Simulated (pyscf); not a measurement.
Four-centre exchange: HO–Si(OH)(F)–F (SMILES O[Si](O)(F)F) + HCl (SMILES Cl) → HO–SiH(OH)–F (SMILES O[SiH](O)F) + F–Cl (SMILES FCl)

Gas phase, singlet surface, charge 0. Bonds broken: Si2–F4, Cl8–H9. Bonds formed: Si2–H9, F4–Cl8. PySCF, gas phase, ωB97X-D3(BJ)/def2-SVP geometries.

Transition state (Å):

```xyz
9

O      1.2667    -0.1142     0.8534
Si    -0.2002     0.0946     0.1375
O     -1.1766    -1.1911    -0.1968
F     -1.0266     0.1105     1.9205
F      0.2692     0.5688    -1.3549
H      1.2212    -0.2868     1.8003
H     -1.0633    -1.5264    -1.0945
Cl    -1.7030     1.9455     1.9912
H     -0.9468     1.4886     0.4139
```

One imaginary mode, 1108i cm⁻¹; descent along it reached the two sides named, in the forms told below.

```json
[
 {"bond": "Si2–F4", "change": "breaks", "reactant side (Å)": "1.603", "saddle": "1.965", "product side": "3.7"},
 {"bond": "Cl8–H9", "change": "breaks", "reactant side (Å)": "1.289", "saddle": "1.808", "product side": "3.5"},
 {"bond": "Si2–H9", "change": "forms", "reactant side (Å)": "3.0", "saddle": "1.605", "product side": "1.473"},
 {"bond": "F4–Cl8", "change": "forms", "reactant side (Å)": "4.0", "saddle": "1.957", "product side": "1.652"}
]
```

Electronic energies relative to the separated reactants (eV):

| level | barrier | reaction energy | reverse barrier |
|---|---|---|---|
| ωB97X-D3(BJ)/def2-TZVP | 6.56 | +4.57 | 1.99 |
| PBE/def2-TZVP | 5.61 | +4.33 | 1.28 |
| r²SCAN/def2-TZVP | 6.08 | +4.66 | 1.42 |
| B3LYP-D3(BJ)/def2-TZVP | 6.18 | +4.49 | 1.69 |
| PBE0-D3(BJ)/def2-TZVP | 6.30 | +4.57 | 1.73 |
| M06-2X/def2-TZVP | 6.78 | +4.72 | 2.06 |
| ωB97M-D3(BJ)/def2-TZVP | 6.51 | +4.59 | 1.92 |
| HF/def2-TZVP | 8.21 | +4.94 | 3.27 |

With ωB97M-D3(BJ)/def2-TZVP energies and thermal terms (ideal gas, 1 atm, RRHO with modes under 100 cm⁻¹ raised to 100, one conformer, R ln 2 for rigid chiral ones), in eV:

| T (K) | ΔH‡ | ΔG‡ | ΔH | ΔG |
|---|---|---|---|---|
| 298 | 6.47 | 6.95 | +4.59 | +4.55 |
| 600 | 6.47 | 7.44 | +4.57 | +4.51 |
| 900 | 6.48 | 7.92 | +4.57 | +4.48 |
| 1200 | 6.50 | 8.40 | +4.57 | +4.45 |

On the reactant side the descent ends in a complex (not fully relaxed), 0.21 eV under the separated species and 6.77 eV under the saddle at ωB97X-D3(BJ)/def2-TZVP. The same reactants have a lower exit, to HO–Si(OH)(F)–Cl + HF (barrier +1.65 eV at ωB97M-D3(BJ), against +6.51 eV here). One saddle was located; it need not be the lowest between these sides. One closed-shell reference is unstable to symmetry breaking; treat the single-reference values with care.
